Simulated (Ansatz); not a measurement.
Geometry optimisation, RKS B3LYP/6-31G* in Ansatz 0.2.0.

The input (input.yaml):

```yaml
crystal:
  periodic: [false, false, false]
  atoms:
    - { symbol: Si, position_ang: [0.300428, -0.459376, -0.450228] }
    - { symbol: O, position_ang: [-0.159884, 0.028514, 2.376748] }
    - { symbol: H, position_ang: [-0.557139, 0.325037, 3.211076] }
    - { symbol: H, position_ang: [1.344816, 0.126941, -1.351417] }
    - { symbol: H, position_ang: [-0.417194, 0.660108, 0.170227] }
    - { symbol: H, position_ang: [-0.641686, -1.221273, -1.319495] }
    - { symbol: "N", position_ang: [0.976279, -1.715276, 0.6401] }
    - { symbol: H, position_ang: [1.211853, -2.569811, 0.143557] }
    - { symbol: H, position_ang: [1.785263, -1.418553, 1.179318] }
    - { symbol: H, position_ang: [-0.193736, -0.95781, 2.409416] }
basis:
  gaussian: { orbitals: "6-31G*" }
hamiltonian:
  xc: b3lyp
relax:
  f_tol: 0.03
  max_steps: 50
output:
  orbitals: {}
```

Launched with:

```bash
$ ansatz run input.yaml --threads 1 --pin off --max-ram 2048MiB --backend cpu --events-out ev --progress --plain --runs-dir out
```

Where does it end, and by what steps?

The run converged. The force dipped under the threshold on the way, but the program's further checks kept it going. After 34 steps the energy has fallen by 0.381 eV; H3 moved furthest, 1.33 Å.

| step | energy less start (eV) | largest force component (eV/Å) | accepted |
| --- | --- | --- | --- |
| 0 | 0.0000 | 0.750 | yes |
| 2 | -0.1436 | 1.961 | no |
| 4 | -0.2345 | 0.716 | yes |
| 6 | -0.2962 | 0.434 | yes |
| 8 | -0.3114 | 0.220 | yes |
| 10 | -0.3067 | 0.346 | no |
| 12 | -0.3239 | 0.231 | yes |
| 14 | -0.3335 | 0.052 | yes |
| 16 | -0.3313 | 0.123 | no |
| 18 | -0.3379 | 0.157 | yes |
| 20 | -0.3418 | 0.301 | yes |
| 22 | -0.3492 | 0.404 | yes |
| 24 | -0.3581 | 0.261 | yes |
| 26 | -0.3658 | 0.061 | yes |
| 28 | -0.3689 | 0.064 | yes |
| 30 | -0.3745 | 0.309 | yes |
| 32 | -0.3783 | 0.173 | yes |
| 34 | -0.3808 | 0.020 | yes |

```xyz
10
Properties=species:S:1:pos:R:3
Si 0.367 -0.420 -0.548
O -0.475 -0.179 2.851
H -1.263 -0.742 2.867
H 0.893 -0.644 -1.930
H 0.505 1.019 -0.225
H -1.055 -0.848 -0.533
N 1.197 -1.329 0.711
H 1.174 -2.342 0.624
H 2.152 -1.043 0.912
H 0.151 -0.673 2.280
```

Whether the end is a true minimum wasn't checked by a vibrational analysis.

The run took 95 s on 1 thread of Arm Neoverse V1, with other jobs on the host, peak memory 0.13 GiB.
